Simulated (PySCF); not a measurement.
Two-photon absorption: SMILES Cc1cc[nH]n1, C4H6N2

Geometry (Å), atoms numbered from 1 in this order:
```xyz
12

C    -1.853   -0.046   -0.452
C    -0.413   -0.100   -0.083
C     0.516    0.960   -0.010
C     1.697    0.371    0.367
N     1.435   -0.944    0.493
N     0.163   -1.252    0.228
H    -2.394    0.671    0.168
H    -1.983    0.257   -1.495
H    -2.305   -1.029   -0.322
H     0.345    2.006   -0.206
H     2.679    0.778    0.549
H     2.068   -1.674    0.764
```

Computed, not measured: TDDFT CAM-B3LYP/def2-TZVPD excited states, vertical, gas phase (PySCF). Geometry: PBE0-D3(BJ)/def2-TZVP.

Task: How strongly do the lowest singlets absorb one photon, and two photons of half the energy?

Result: δ for parallel linear polarisation; σ at the peak of a Lorentzian of half width 0.1 eV, single beam; Ω is circular over linear.
```
state  E (eV)      f  photon λ (nm)  δ (au)  σ (GM)     Ω                                    main
   S1    6.48  0.012            383      37    0.57  1.50        HOMO−1→LUMO 0.54, HOMO→LUMO 0.41
   S2    6.52  0.001            381    22.4    0.35  1.50        HOMO→LUMO 0.51, HOMO−1→LUMO 0.43
   S3    6.70  0.061            370    34.6    0.57  1.46    HOMO→LUMO+2 0.50, HOMO−1→LUMO+2 0.33
   S4    6.98  0.081            355    10.7    0.19  1.45    HOMO−1→LUMO+2 0.52, HOMO→LUMO+2 0.33
   S5    7.02  0.008            353    9.16    0.17  1.50    HOMO→LUMO+1 0.68, HOMO−1→LUMO+1 0.20
   S6    7.11  0.000            349    3.12    0.06  1.50  HOMO−2→LUMO+2 0.76, HOMO−1→LUMO+1 0.12
```
